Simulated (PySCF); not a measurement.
Geometry:
```tsv
atom	x (Å)	y (Å)	z (Å)
C1	0.336	0.495	1.126
C2	1.169	-0.450	0.265
C3	0.166	-1.052	-0.733
C4	-1.037	-0.083	-0.759
C5	-0.630	1.105	0.118
H6	-0.222	-0.072	1.880
H7	0.939	1.237	1.654
H8	1.699	-1.209	0.844
H9	1.926	0.132	-0.271
H10	-0.152	-2.045	-0.408
H11	0.614	-1.178	-1.720
H12	-1.920	-0.569	-0.335
H13	-1.305	0.224	-1.772
H14	-0.102	1.855	-0.481
H15	-1.485	1.603	0.580
```

Geometry: PBE0-D3(BJ)/def2-TZVP; GIAO absolute shieldings from PySCF, gas phase, non-relativistic, averaged over equivalent atoms.

At wB97X-D/pcSseg-2 (320 basis functions):
| atoms | σ (ppm) |
| --- | --- |
| C1/C2/C3/C4/C5 | 156.7 |
| H6/H7/H8/H9/H10/H11/H12/H13/H14/H15 | 30.07 |

Q: Estimate the result of repeating the calculation with KT3/pcSseg-2.

A: 
| atoms | σ at KT3/pcSseg-2 | change |
| --- | --- | --- |
| C1/C2/C3/C4/C5 | 152.5 | -4.2 |
| H6/H7/H8/H9/H10/H11/H12/H13/H14/H15 | 29.97 | -0.10 |

The largest change is at C1/C2/C3/C4/C5 (sp3 CH2 in a ring). Cost: 320 basis functions.
